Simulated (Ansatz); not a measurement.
# BClH5N: a relaxation

Where does the structure go when it is relaxed from here with these settings?

Method: PBE0-D4/def2-SVP; program: Ansatz 0.2.0, Gaussian basis.

### 1 Where the work starts

The start, a first-order saddle point found at PBE0-D4 in triple zeta: 8 atoms, charge 0, spin multiplicity 1.

Atoms are counted from 1 here; the program's logs count them from 0.

Bond lengths: B1–H3 1.188 Å, B1–H4 1.188 Å, B1–N6 1.488 Å, Cl2–H5 1.513 Å, N6–H7 1.010 Å, N6–H8 1.010 Å. Angles: H3–B1–H4 123.6°, H3–B1–N6 117.4°, H4–B1–N6 117.4°, B1–N6–H7 118.6°, B1–N6–H8 118.6°, H7–N6–H8 112.0°.

Geometry (Å):

```tsv
atom	x (Å)	y (Å)	z (Å)
B1	-0.5518	-0.6107	0.0112
Cl2	0.2433	0.4449	-2.0802
H3	-1.6998	-0.3102	-0.0522
H4	-0.1495	-1.7141	-0.1711
H5	0.5813	0.6965	-0.6270
N6	0.3740	0.3575	0.6586
H7	1.2213	0.0074	1.0821
H8	-0.0188	1.1287	1.1787
```

### 2 The relaxation

run/in.yaml reads:

```yaml
crystal:
  periodic: [false, false, false]
  atoms:
    - {symbol: B, position_ang: [-0.551850, -0.610707, 0.011156]}
    - {symbol: Cl, position_ang: [0.243309, 0.444880, -2.080203]}
    - {symbol: H, position_ang: [-1.699809, -0.310217, -0.052156]}
    - {symbol: H, position_ang: [-0.149510, -1.714066, -0.171145]}
    - {symbol: H, position_ang: [0.581318, 0.696504, -0.627004]}
    - {symbol: N, position_ang: [0.373971, 0.357463, 0.658599]}
    - {symbol: H, position_ang: [1.221292, 0.007434, 1.082112]}
    - {symbol: H, position_ang: [-0.018820, 1.128710, 1.178741]}
basis:
  gaussian: {orbitals: def2-SVP}
hamiltonian: {xc: pbe0, dispersion: d4}
relax: {f_tol: 0.01, max_steps: 60, escape_saddle: false}
```

The run is started by

```sh
$ ansatz run in.yaml --threads 2 --pin off --events-out ev --progress --plain --max-ram 4352MiB
```

**Question.** What will these runs give? Wanted: energy change; last largest force; RMSD from the start.

As calculated:

| quantity | value |
| --- | --- |
| steps | 21 |
| energy change | -128.5 kJ/mol |
| last largest force | 0.0048 eV/Å |
| RMSD from the start | 0.633 Å |

**Reading.** It converged in 21 steps at a force tolerance of 0.01 eV/Å. It left the saddle.
